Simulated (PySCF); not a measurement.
SMILES C(=C/C#N)/C=C, singlet (GFN2-xTB optimised geometry):

```
11

C      2.155     0.573     0.001
C      0.824     0.599     0.000
C      0.018    -0.595     0.000
C     -1.325    -0.595     0.000
C     -2.095     0.580     0.000
N     -2.741     1.529     0.000
H      2.702    -0.356     0.001
H      2.741     1.476     0.001
H      0.290     1.540     0.000
H      0.546    -1.540     0.000
H     -1.893    -1.516    -0.001
```

Method: PBE0/def2-TZVP run with PySCF.

Q: What are the frontier orbital energies and the dipole moment?

A: HOMO-2 -9.60 eV, HOMO-1 -9.60 eV, HOMO -7.43 eV, LUMO -2.15 eV, LUMO+1 0.52 eV; dipole moment 4.29 D.

On the same geometry PySCF with PBE/def2-TZVP gives HOMO-2 -8.33 eV, HOMO-1 -8.22 eV, HOMO -6.46 eV, LUMO -3.01 eV, LUMO+1 -0.56 eV; dipole moment 4.14 D.

Meta-Löwdin charges at PBE0/def2-TZVP: C1 -0.23, C2 -0.11, C3 -0.06, C4 -0.17, C5 0.11, N6 -0.22, H7 0.13, H8 0.14, H9 0.14, H10 0.13, H11 0.16.
